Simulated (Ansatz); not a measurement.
V₂I: from a trial structure to a relaxed crystal

Method: Ansatz 0.2.0, DFT r2SCAN, scalar-relativistic, plane waves, PAW. Cutoff 500 eV, Γ-centred k mesh, Gaussian smearing, no spin polarisation in the final step.

V₂I was placed on the AlB2 structure type (P6/mmm, No. 191), with I in place of Al, V in place of B, at a guessed volume.

```xyz
3
Lattice="4.0914 0.0000 0.0000 -2.0457 3.5433 0.0000 0.0000 0.0000 4.4176" Properties=species:S:1:pos:R:3 pbc="T T T"
V     0.0000    2.3622    2.2088
V     2.0457    1.1811    2.2088
I     0.0000    0.0000    0.0000
```

Steps on the 6×6×4 mesh (3 atoms). 8 of 9 steps are shown, and the free energy counts from the last. Trial steps that were taken back and renewals of the plane-wave basis can be among the rows.

| step | ΔF (meV/atom) | V (Å³/atom) | P (GPa) |
| --- | --- | --- | --- |
| 1 | 111.2 | 21.35 | -6.30 |
| 2 | 58.5 | 19.69 | -2.73 |
| 3 | 40.9 | 18.47 | 1.05 |
| 4 | 34.1 | 18.18 | 1.49 |
| 5 | 14.7 | 17.96 | 0.04 |
| 6 | -0.4 | 17.48 | 0.46 |
| 8 | -0.7 | 17.52 | 0.03 |
| 9 | 0.0 | 17.52 | 0.01 |

A final relaxation ran on a 12×12×14 mesh. The relaxed crystal, P6/mmm (No. 191):

```cif
data_structure
_symmetry_space_group_name_H-M 'P6/mmm'
_symmetry_Int_Tables_number 191
_cell_length_a 4.2356
_cell_length_b 4.2356
_cell_length_c 3.3764
_cell_angle_alpha 90.000
_cell_angle_beta 90.000
_cell_angle_gamma 120.000
_cell_volume 52.46
loop_
_atom_site_label
_atom_site_type_symbol
_atom_site_symmetry_multiplicity
_atom_site_Wyckoff_symbol
_atom_site_fract_x
_atom_site_fract_y
_atom_site_fract_z
_atom_site_occupancy
V1 V 2 d 0.33333 0.66667 0.50000 1
I1 I 1 a 0.00000 0.00000 0.00000 1
```

```
Volume per atom          : 17.49 Å³
Density                  : 7.24 g/cm³
Energy over the elements : 1.15 eV/atom
Gap on the 12×12×14 mesh : 0 eV (a metal)
```

The zero of energy is the elements' standard structures at the same level; no fitted shifts are applied.

The final run used a 12×12×14 mesh on its 3-atom cell and 0.10 eV smearing. For metals, differences of a few meV/atom aren't resolved. Spin–orbit coupling is left out.

Symmetry constrained the relaxation, so the result can be a saddle point.

Cost: 4 runs of about 2.9 core-minutes in all, on Intel Xeon 6975P-C (Granite Rapids) (shared hosts).